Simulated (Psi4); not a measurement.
Reaction (SMILES): C=CC#N + 6 [H][H] (H2) → 3 C (CH4) + N (NH3)
B3LYP-D3(BJ)/def2-TZVP geometries, fixed; electronic energies without zero-point terms.
Largest species:
```xyz
7

C     -0.1624    -1.6316     0.0047
C      0.5687    -0.5193    -0.0022
C     -0.0050     0.7858    -0.0018
H     -1.2435    -1.6002     0.0112
H      0.3125    -2.6029     0.0041
H      1.6516    -0.5573    -0.0087
N     -0.4469     1.8501    -0.0016
```
Charge 0, spin multiplicity 1.

Effect of the grid (radial, spherical points) at M06-2X/aug-cc-pVTZ with Psi4, against the last row, where the energy of full hydrogenation is -140.08 kcal/mol. Cost is core time over that of grid: 35, 110, rough, on shared machines of one kind.

| setting | grid points, largest species | largest shift of a total energy (mEh) | shift of the energy of full hydrogenation (kcal/mol) | cost |
|---|---|---|---|---|
| grid: 35, 110 | 26453 | 0.656 | 0.096 | 1× |
| grid: 50, 194 | 66486 | 0.042 | -0.073 | 2× |
| grid: 75, 302 | 153036 | -0.013 | -0.031 | 3× |
| grid: 99, 590 | 393576 | 0.001 | 0.002 | 6× |
| grid: 150, 974 | 980390 | 0.000 | 0.000 | 10× |

Within 0.05 kcal/mol in the energy of full hydrogenation: grid: 75, 302; grid: 99, 590. The largest shift is 0.656 mEh in a total energy and 0.096 kcal/mol in the difference.
